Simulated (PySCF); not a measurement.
CH3Cl, SMILES CCl. The structure is a stationary point at B3LYP-D3(BJ)/def2-TZVP.

TDDFT-CAM-B3LYP/def2-TZVPD run with PySCF puts the lowest singlet excitations at 7.07, 7.07, 7.82, 7.82, 8.84, 8.84 eV.

Q: What are the lowest excitation roots from ADC(2)/aug-cc-pVDZ in PySCF? (The exact figures need the calculation; the answer reports its results.)

A: 7.38, 7.38, 7.75, 7.75, 8.80, 8.82 eV. S1 differs by 0.31 eV (second minus first; roots are paired by order, and the bases may differ).
